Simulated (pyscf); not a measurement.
HO–SiH(OH)–OH + water (H₂O) → orthosilicic acid (HO–Si(OH)(OH)–OH) + hydrogen (H₂), a four-centre exchange (singlet surface; H–Si, H–O broken, O–Si, H–H formed). PySCF, gas phase, ωB97X-D3(BJ)/def2-SVP geometries. Energies in eV from the separated reactants.

Small-basis levels: PySCF, no dispersion term, spherical d functions. 

Problem. Quick MP2/6-31G* single points give ΔE‡ = 1.58 eV and ΔE = -1.31 eV. What does ωB97M-D3(BJ)/def2-TZVP give, and how far is the quick result from it?

Solution. ωB97M-D3(BJ)/def2-TZVP gives ΔE‡ = 1.27 eV and ΔE = -1.07 eV. MP2/6-31G* lies 0.31 eV over it in the barrier and 0.24 eV under it in the reaction energy, so on this step it does not hold to within 0.13 eV. ωB97M-D3(BJ)/def2-TZVP has limits of its own. On the reactant side the descent ends in a bound adduct (not fully relaxed), 0.40 eV under the separated species and 1.71 eV under the saddle at ωB97X-D3(BJ)/def2-TZVP. This is the saddle that the search found; another between the same sides may lie lower.
